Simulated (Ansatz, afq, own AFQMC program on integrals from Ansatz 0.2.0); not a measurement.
Integrals from Ansatz 0.2.0, then the random walk in our own AFQMC program (afq).

```yaml
crystal:
  periodic: [false, false, false]
  atoms:
    - {symbol: B, position_ang: [0.000000, -0.124007, 0.773899]}
    - {symbol: N, position_ang: [0.000000, -0.022422, -0.597982]}
    - {symbol: H, position_ang: [0.000000, 0.956413, 1.330586]}
    - {symbol: H, position_ang: [0.000000, 0.685254, -1.321528]}
basis:
  gaussian: {orbitals: cc-pVDZ}
magnetization: {spin_polarized: false, initial_magnetization: 2}
correlation: {method: ccsd_t, electrons: outside_noble_gas, hamiltonian_folder: ham}
```

```sh
$ ansatz run in.yaml --threads 1 --pin off --events-out ev --progress --plain --max-ram 1382MiB
```

afq runs on the folder ham with

```
--method phaseless --trial cisd --walkers 60 --populations 1 --least-time 40 --time-step 0.005 --steps-per-block 50 --equilibration-blocks 28 --max-blocks 300 --target-error 0.00038 --factor-cut 1e-05 --start spin_pure --seed 1582 --release-times 0.24,0.51,0.99,1.62,2.4 --release-step 0.03 --release-every 4 --taylor-order 6
```

Times are imaginary, in 1/Eh. The walk had a cap of 1086 s.

Output of the walk:

```
orbitals 36  electrons 6 4  factors 279 of 355
reference energy -80.18999918 Eh
CCSD correlation -0.23023697 Eh in 15 cycles, weight of the determinant in the CISD state 0.8934
energy of the start -80.420236 Eh
 block  time / (1/Eh)  mean weight  energy / Eh
     1     0.250  0.9994  -80.417924
     2     0.500  1.0004  -80.425006
     3     0.750  1.0000  -80.421710
     4     1.000  0.9988  -80.423346
     5     1.250  1.0023  -80.424173
     9     2.250  1.0011  -80.426803
    33     8.250  0.9999  -80.423415
    65    16.250  0.9985  -80.424101
    97    24.250  0.9956  -80.435966
   129    32.250  0.9988  -80.424429
   161    40.250  1.0006  -80.437271
   193    48.250  0.9996  -80.427740
   225    56.250  0.9991  -80.420792
   257    64.250  1.0006  -80.426884
   289    72.250  1.0002  -80.420646
   321    80.250  1.0030  -80.422690
blocks merged  error / Eh  count
     1  0.000247  300
     2  0.000303  150
     4  0.000350  75
     8  0.000451  37
    16  0.000500  18
    32  0.000549  9
released: time / (1/Eh)  energy / Eh  error  mean overlap
  0.24  -80.427578  0.000400  1.0065
  0.51  -80.428394  0.000409  1.0036
  0.99  -80.428491  0.000407  1.0062
  1.62  -80.427996  0.000463  1.0224
  2.40  -80.428719  0.000576  1.0008
energy -80.427472 +/- 0.000500 Eh
(rows thinned)
```

The run passed its tests (sampling time, drift between the halves within three errors, error under three times the target), which doesn't prove that it has relaxed. The second half of the sampling lies above the first by 1.9 errors of their difference, so the energy may still be moving and its error bar be too small.

Against this walk (error 13.6 meV) on the same determinant: CCSD(T) 16.9 meV higher (within the noise), CCSDT(Q) 31.5 meV lower. The error is statistical and leaves out the bias of the constraint. Released to 2.40 1/Eh the energy moves by -34 ± 21 meV (both errors), within twice the noise.

Cautions: constraint bias not in the error; error above the target (13.6 against 10.3 meV); lower spins were not checked.

The walk took 5.9 min on 1 thread of Intel(R) Xeon(R) Platinum 8375C CPU @ 2.90GHz (Ice Lake), on a shared host. The log's last line is the phaseless energy.

CCSDT and higher add their correlation energy to the determinant of the CCSD(T) run, since their own runs factorise the integrals more tightly (a shift of under 2 meV). A walk keeps the symmetry of its determinant, which the program's search chose and which needn't be the lowest solution, so a lower state of the same spin and another symmetry isn't excluded.
